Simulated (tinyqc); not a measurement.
A ladder of methods, and size consistency: correlation methods against full CI in the sto-3g basis, for H2O, spin multiplicity 1. Computed by the program tinyqc with PySCF. Command: `OMP_NUM_THREADS=1 python tinyqc.py 113700 113701 out.jsonl`; one thread of a shared host (Intel(R) Xeon(R) Processor @ 2.60GHz), about 2 s.

Geometry (angstrom):
```
atom,x,y,z
O,0.0000,0.0000,0.0000
H,0.0000,0.8180,0.7050
H,0.0000,-0.7870,0.6790
```

RHF energy of one = -74.955674 hartree

All electrons correlated; +Q is the Davidson correction (1 - c0^2) E_corr. The last columns treat two copies 100 angstrom apart as one system. FCI is the lowest singlet.

Correlation energies (hartree):
```
method,E_corr of one,share of FCI (%),E_corr of two at 100 angstrom,two minus twice one (mhartree)
MP2,-0.045968,70.4439,-0.091936,0.0000
CISD,-0.063867,97.8728,-0.123133,4.6008
CISD+Q,-0.066348,101.6756,-0.131675,1.0209
CCSD,-0.065081,99.7337,-0.130162,0.0000
CCSD(T),-0.065160,99.8549,-0.130320,0.0000
FCI,-0.065255,100.0000,-,-
```

MP2 recovers 70 %, CISD 97.9 % and CCSD 99.7 % of the FCI value (c0^2 = 0.961 in CISD). MP2 and coupled cluster are size consistent, so their last column vanishes; CISD loses 4.60 mhartree, since a double excitation on each copy is a quadruple of the pair, and the Davidson correction leaves +1.02.
